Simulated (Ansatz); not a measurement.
Species: C₂H₃O, charge 1, multiplicity 1. It need not be the lowest isomer of its formula. SMILES: C=C=[OH+]
Coordinates optimised at B3LYP-D3(BJ)/def2-TZVP (Ansatz, a quantum-chemistry and plane-wave program):
```
C
O 1 1.2226
C 1 1.2711 2 174.10
H 2 0.9881 1 116.97 3 -180.00
H 3 1.0898 1 120.12 2 90.72
H 3 1.0898 5 119.74 1 -178.57
```
Charge +1, spin multiplicity 1.

Parts of the frozen-core correlation energy in cc-pVDZ (Ansatz, hartree). Frozen orbitals: 3; correlated occupied orbitals by spin: 8 and 8; virtual: 46 and 46. Spin-orbit coupling is left out. Non-relativistic.

| term | value |
|---|---|
| reference (HF) | -152.00437 |
| MP2 opposite-spin | -0.31668 |
| MP2 same-spin | -0.10670 |
| CCSD correlation | -0.44907 |
| (T) | -0.01547 |
| T1 diagnostic | 0.019 |
| largest doubles amplitude | 0.082 |
